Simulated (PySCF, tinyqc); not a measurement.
RHF in the sto-6g basis, for CH2, spin multiplicity 1, step by step. This run ends on a higher stationary point, not on the lowest solution. The lowest restricted solution is unstable here: a spin-polarised one lies 0.0301 hartree lower (PySCF). One step of it, computed by the program tinyqc.

Question. Iteration 2: DIIS coefficients. Solve [B -1; -1 0][c; lambda] = [0; -1] for the coefficients, which sum to one.

B (overlaps of the stored error matrices):
```
[[2.7716685e+00, 1.5863420e+00],
 [1.5863420e+00, 9.1479109e-01]]
```

Give: DIIS coefficients.

Answer.

DIIS coefficients: [-1.3071, 2.3071]
